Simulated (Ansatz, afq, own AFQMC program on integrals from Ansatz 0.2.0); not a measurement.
**Where AFQMC and coupled cluster stand for AlSiH, quintet**

| atom | x (Å) | y (Å) | z (Å) |
| --- | --- | --- | --- |
| Si | 0.0000 | -0.0360 | 1.1654 |
| Al | 0.0000 | -0.0118 | -1.2249 |
| H | 0.0000 | 1.3177 | 0.3154 |

Connectivity, by distances: SiH–Al.

Basis cc-pVTZ. Noble-gas cores (and the filled d shells of Ga–Kr and In–Xe) are frozen. Ansatz 0.2.0 and our own AFQMC program on the same integrals; the CISD trial comes from CCSD amplitudes, and released means the phaseless constraint is let go. ± is one standard error of the sampling.

Determinant: UHF, the one that the program's search chose, which needn't be the lowest solution. The geometry is a PBE0/def2-TZVP stationary point of this or a neighbouring charge and spin state.

No full CI on the walks' own integrals is used here; CCSDT(Q) serves as the reference and is uncertain by about the last step of the cluster series.

Cautions: another spin lies lower (by 3.87 eV); unrestricted determinant slightly spin contaminated (⟨S²⟩ 6.06 against 6.00); the released energies are still falling, so no released level is given (meV from the phaseless value at times in 1/Eh: -6 ± 4 at 0.24, -10 ± 3 at 0.51, -14.0 ± 2.0 at 0.99, -18.3 ± 2.3 at 1.62, -23 ± 3 at 2.40), though the last usable value meets CCSDT(Q) within the noise.

```
T1 diagnostic                               : 0.0279
weight of the determinant in the CISD state : 0.886
⟨S²⟩ of the determinant                     : 6.056
size of the correlated space                : 8 electrons in 72 orbitals
```

| level | correlation energy (eV) |
| --- | --- |
| MP2 | -3.0343 |
| CCSD | -3.7959 |
| CCSD(T) | -3.9724 |

Estimate where phaseless AFQMC with a CISD trial lies against CCSD(T) on the same integrals.

2.6 ± 0.4 kJ/mol below CCSD(T).

Reference: CCSDT(Q), correlation energy -4.022 eV.

```
        level  E − E(reference) (kJ/mol)  share of correlation (%)
      CCSD(T)                        4.8                     98.76
        CCSDT                        0.9                     99.77
ph-AFQMC/CISD                  2.3 ± 0.4                     99.42
```

A walk keeps the symmetry of its determinant, which the program's search chose and which needn't be the lowest solution, so a lower state of the same spin and another symmetry isn't excluded.
